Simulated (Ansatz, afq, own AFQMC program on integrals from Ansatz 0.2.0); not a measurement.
# SiGeH, quartet in cc-pVDZ, levels against CCSDT(Q)

```
atom   x (Å)    y (Å)    z (Å)
  Si  0.0000   0.0465   1.9195
  Ge  0.0000  -0.0384  -0.7251
   H  0.0000   1.4732  -1.2257
```

Connectivity, by distances: Si–GeH.

Basis cc-pVDZ. Only valence electrons are correlated. Integrals, coupled cluster, full CI and functionals: Ansatz 0.2.0; the random walks run on the same integrals in our own AFQMC program. ph-AFQMC/CISD is guided by a CISD state made of CCSD amplitudes; releasing the constraint for a short imaginary time cuts its bias at the price of noise, slowly where states lie close. ± is one standard error of the sampling. No spin–orbit coupling.

Determinant: UHF, the one that the program's search chose, which needn't be the lowest solution. The geometry is a point of a scan.

No full CI on the walks' own integrals is used here; CCSDT(Q) serves as the reference and is uncertain by about the last step of the cluster series.

Cautions: no relativity below Rb; no spin-orbit coupling; inner d shell frozen; lower spins were not checked; the released energies are still falling, so no released level is given (meV from the phaseless value at times in 1/Eh: -6 ± 11 at 0.24, -17 ± 10 at 0.51, -25 ± 8 at 0.99, -32 ± 11 at 1.62, -53 ± 13 at 2.40), though the last usable value meets CCSDT(Q) within the noise.

The T1 diagnostic is 0.0249. The weight of the determinant in the CISD state is 0.856. The ⟨S²⟩ of the determinant is 3.783 and the size of the correlated space is 9 electrons in 31 orbitals.

Reference: CCSDT(Q), correlation energy -4.756 eV.

| level | E − E(reference) (mEh) | share of correlation (%) |
| --- | --- | --- |
| HF | 174.78 | 0.00 |
| MP2 | 45.53 | 73.95 |
| CCSD | 9.28 | 94.69 |
| CCSD(T) | 2.43 | 98.61 |
| CCSDT | 0.52 | 99.70 |
| ph-AFQMC/HF | 11.80 ± 1.05 | 93.25 |
| ph-AFQMC/CISD | 2.46 ± 0.35 | 98.59 |

A walk keeps the symmetry of its determinant, which the program's search chose and which needn't be the lowest solution, so a lower state of the same spin and another symmetry isn't excluded.
